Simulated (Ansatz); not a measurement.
Geometry optimisation, RKS PBE-D4/def2-SVP (Ansatz 0.2.0).

Input file:

```yaml
crystal:
  periodic: [false, false, false]
  atoms:
    - { symbol: B, position_ang: [-0.97404, -0.08483, -0.21469] }
    - { symbol: C, position_ang: [0.42743, 0.3585, 0.11052] }
    - { symbol: O, position_ang: [1.54442, -0.16972, 0.32555] }
    - { symbol: H, position_ang: [-1.32805, -0.16146, -1.32426] }
    - { symbol: H, position_ang: [-1.75339, -0.25682, 0.63661] }
    - { symbol: H, position_ang: [0.47331, 1.46353, 0.17537] }
    - { symbol: H, position_ang: [0.65975, -0.70645, 0.10849] }
total_charge: 1
basis:
  gaussian: { orbitals: def2-SVP }
hamiltonian:
  xc: pbe
  dispersion: d4
relax:
  f_tol: 0.02
  max_steps: 50
output:
  orbitals: {}
```

Command:

```bash
$ ansatz run input.yaml --threads 1 --pin off --max-ram 2048MiB --backend cpu --events-out ev --progress --plain --runs-dir out
```

Where does it end, and by what steps?

The forces met the threshold. After 10 steps the energy has fallen by 3.656 eV; H7 moved furthest, 0.82 Å. The start is strongly strained (largest force component 8 eV/Å), so its close contacts needn't be bonds. Parted: C2–H7 (1.09 → 1.92 Å).

```json
{"step": "0", "energy less start (eV)": "0.0000", "largest force component (eV/Å)": "8.034", "accepted": "yes"}
{"step": "1", "energy less start (eV)": "-1.0618", "largest force component (eV/Å)": "4.906", "accepted": "yes"}
{"step": "2", "energy less start (eV)": "-2.1759", "largest force component (eV/Å)": "4.006", "accepted": "yes"}
{"step": "3", "energy less start (eV)": "-3.0471", "largest force component (eV/Å)": "3.614", "accepted": "yes"}
{"step": "4", "energy less start (eV)": "-3.5924", "largest force component (eV/Å)": "1.037", "accepted": "yes"}
{"step": "5", "energy less start (eV)": "-3.6410", "largest force component (eV/Å)": "0.727", "accepted": "yes"}
{"step": "6", "energy less start (eV)": "-3.6548", "largest force component (eV/Å)": "0.102", "accepted": "yes"}
{"step": "7", "energy less start (eV)": "-3.6556", "largest force component (eV/Å)": "0.114", "accepted": "yes"}
{"step": "8", "energy less start (eV)": "-3.6557", "largest force component (eV/Å)": "0.136", "accepted": "yes"}
{"step": "9", "energy less start (eV)": "-3.6561", "largest force component (eV/Å)": "0.038", "accepted": "yes"}
{"step": "10", "energy less start (eV)": "-3.6561", "largest force component (eV/Å)": "0.005", "accepted": "yes"}
```

```xyz
7
Properties=species:S:1:pos:R:3
B -1.120 0.003 -0.242
C 0.319 0.469 0.092
O 1.400 -0.176 0.295
H -1.450 -0.080 -1.409
H -1.900 -0.183 0.670
H 0.475 1.573 0.180
H 1.325 -1.163 0.230
```

Whether the end is a true minimum wasn't checked by a vibrational analysis.

Time of the run: 36 s on 1 thread of Intel(R) Xeon(R) Processor @ 2.50GHz (Skylake/Cascade Lake) (shared host), peak memory 0.13 GiB.
